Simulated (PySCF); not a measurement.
# C3HO2: the cost of one run

Computed with PySCF 2.14.0, with density-fitted response routines of our own, on a single molecule in the gas phase. Atoms are numbered from 0 throughout.

### 1 Starting geometry

6 atoms, charge -1, multiplicity 1; geometry from: GFN2-xTB.

Bonds of the start (Å): C0–C1 1.20, C1–C2 1.52, C2–O3 1.24, C2–O4 1.24, C0–H5 1.06.

### 2 Geometry optimisation at PBE0-D3(BJ)/def2-SVP

The job: settings as JSON, then the geometry in Å.

```
{"job": {"xc": "PBE0", "basis": "def2-SVP", "d3": "d3bj", "grid": 1, "kind": "geom"}, "charge": -1, "multiplicity": 1}
C      1.530500    -0.066820     0.402710
C      0.349820    -0.033200     0.182120
C     -1.142560     0.045340    -0.089980
O     -1.836580    -0.712300     0.601250
O     -1.463430     0.862020    -0.964310
H      2.568500    -0.091070     0.598080
```

Started as:

```bash
$ OMP_NUM_THREADS=1 python probes_run.py task.json out
```

This one command runs all jobs of the session in turn.

**Question.** How long does this first job take on 1 thread of Intel Xeon Platinum 8488C, shared host, and how much memory does it need?

About 11 s, with a peak of 0.31 GiB.
